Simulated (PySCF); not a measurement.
# Basis-set dependence of population analyses: N-methylisobutylamine

Compound: N-methylisobutylamine, C₅H₁₃N.
SMILES with atom numbers: `[CH3:1][NH:2][CH2:3][CH:4]([CH3:5])[CH3:6]` (hydrogens: H7, H8, H9 on C1; H10 on N2; H11, H12 on C3; H13 on C4; H14, H15, H16 on C5; H17, H18, H19 on C6)

PBE0 throughout (PySCF), one geometry, spherical d and f functions. Isolated species at its PBE0-D3(BJ)/def2-SVP geometry (one conformer only). Atoms taken as equivalent share a column and are averaged. The first 7 of 10 kinds of atom are listed.

Mulliken charges (e):

```
        basis  functions      C1      N2      C3      C4   C5/C6  H7/H8/H9     H10
       STO-3G         43  -0.152  -0.332  -0.061  -0.050  -0.230    +0.076  +0.173
        6-31G         80  -0.337  -0.590  -0.138  -0.176  -0.474    +0.160  +0.296
     pcSseg-0         80  -0.403  -0.778  -0.118  -0.540  -0.562    +0.216  +0.309
       6-31G*        110  -0.372  -0.570  -0.154  -0.151  -0.516    +0.164  +0.317
     def2-SVP        149  +0.037  -0.332  +0.110  -0.228  -0.029    +0.030  +0.117
      cc-pVDZ        149   0.000  -0.254  +0.081  -0.228  -0.030    +0.033  +0.089
6-311+G(2d,p)        240  -0.308  -0.203  -0.404  +0.289  -0.580    +0.129  +0.197
  aug-cc-pVDZ        255  +0.721  -0.462  +1.271  -0.897  +0.835    -0.180  -0.012
    def2-TZVP        264  -0.290  -0.307  -0.131  -0.028  -0.364    +0.115  +0.191
```

IAO charges (e):

| basis | functions | C1 | N2 | C3 | C4 | C5/C6 | H7/H8/H9 | H10 |
| --- | --- | --- | --- | --- | --- | --- | --- | --- |
| STO-3G | 43 | -0.319 | -0.309 | -0.178 | -0.122 | -0.388 | +0.126 | +0.190 |
| 6-31G | 80 | -0.330 | -0.393 | -0.162 | -0.089 | -0.430 | +0.135 | +0.237 |
| pcSseg-0 | 80 | -0.312 | -0.391 | -0.154 | -0.112 | -0.418 | +0.131 | +0.231 |
| 6-31G* | 110 | -0.298 | -0.400 | -0.137 | -0.086 | -0.410 | +0.126 | +0.233 |
| def2-SVP | 149 | -0.287 | -0.395 | -0.132 | -0.084 | -0.399 | +0.122 | +0.231 |
| cc-pVDZ | 149 | -0.296 | -0.399 | -0.136 | -0.083 | -0.410 | +0.125 | +0.234 |
| 6-311+G(2d,p) | 240 | -0.307 | -0.418 | -0.142 | -0.088 | -0.423 | +0.131 | +0.243 |
| aug-cc-pVDZ | 255 | -0.305 | -0.416 | -0.141 | -0.086 | -0.422 | +0.130 | +0.243 |
| def2-TZVP | 264 | -0.306 | -0.416 | -0.141 | -0.089 | -0.423 | +0.130 | +0.242 |

Some averages cover members that differ in this geometry, most widely: H7/H8/H9, Mulliken in aug-cc-pVDZ -0.278 to -0.095; C5/C6, Mulliken in 6-311+G(2d,p) -0.618 to -0.542; H7/H8/H9, IAO in 6-31G +0.105 to +0.152; H7/H8/H9, IAO in pcSseg-0 +0.102 to +0.147 e.

Problem. Which scheme is steadiest as the basis changes?

Solution. Largest range over the bases for any column: IAO 0.11 e, Mulliken 1.68 e. IAO charges move least and Mulliken charges most, counted in e. Without the minimal STO-3G basis the ranges are IAO 0.04, Mulliken 1.68 e.

Problem. How much do the charges still move between the two largest bases, aug-cc-pVDZ and def2-TZVP?

Solution. At most, over all atoms: Mulliken 1.402 e, IAO 0.002 e.

Problem. What do the same runs give for the total energy, the frontier levels and the dipole moment?

Solution. 
```csv
basis,energy (Eh),HOMO (eV),LUMO (eV),μ (D)
STO-3G,-249.7534,-3.52,9.68,1.03
6-31G,-252.7218,-5.87,2.62,1.14
pcSseg-0,-252.2139,-5.97,2.13,1.21
6-31G*,-252.7877,-6.05,2.67,0.95
def2-SVP,-252.6147,-6.17,1.79,0.92
cc-pVDZ,-252.8056,-6.13,1.90,0.86
"6-311+G(2d,p)",-252.8671,-6.35,0.32,0.92
aug-cc-pVDZ,-252.8227,-6.33,-0.06,0.90
def2-TZVP,-252.8845,-6.33,1.13,0.91
```

The dipole is fixed by the density alone, so its range of 0.35 D shows that the density itself changes with the basis, not only its division among atoms.
